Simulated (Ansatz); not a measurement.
Relaxation of AlH4NO (7 atoms, charge 0, multiplicity 1), to a largest force component of 0.02 eV/Å in at most 40 steps.

Theory: Ansatz 0.2.0, RKS CAM-B3LYP-D4/def2-SVP.

```xyz
7
Properties=species:S:1:pos:R:3
Al 0.000 0.000 0.000
H 0.000 0.000 1.560
O 1.542 0.000 -0.890
H 1.841 -0.952 -1.045
N -1.663 0.000 -0.960
H -2.332 -0.816 -0.861
H -1.912 0.816 -1.589
```

**Question.** Where does it end, and by what steps?

**Answer.** The forces met the threshold. After 7 steps the energy has fallen by 0.945 eV; H7 moved furthest, 0.95 Å.

| step | energy less start (eV) | largest force component (eV/Å) | accepted |
| --- | --- | --- | --- |
| 0 | 0.0000 | 2.147 | yes |
| 1 | -0.4510 | 1.049 | yes |
| 2 | -0.6578 | 1.154 | yes |
| 3 | -0.7717 | 0.713 | yes |
| 4 | -0.8540 | 0.444 | yes |
| 5 | -0.9169 | 0.270 | yes |
| 6 | -0.9439 | 0.030 | yes |
| 7 | -0.9449 | 0.019 | yes |

```xyz
7
Properties=species:S:1:pos:R:3
Al -0.065 -0.173 0.069
H -0.164 -0.213 1.634
O 1.484 -0.259 -0.613
H 1.792 -0.263 -1.519
N -1.527 -0.044 -0.913
H -2.460 0.005 -0.518
H -1.583 -0.005 -1.925
```

Whether the end is a true minimum wasn't checked by a vibrational analysis.

The run took 18 s on 1 thread of Arm Neoverse V1, on a shared host, peak memory 0.14 GiB.
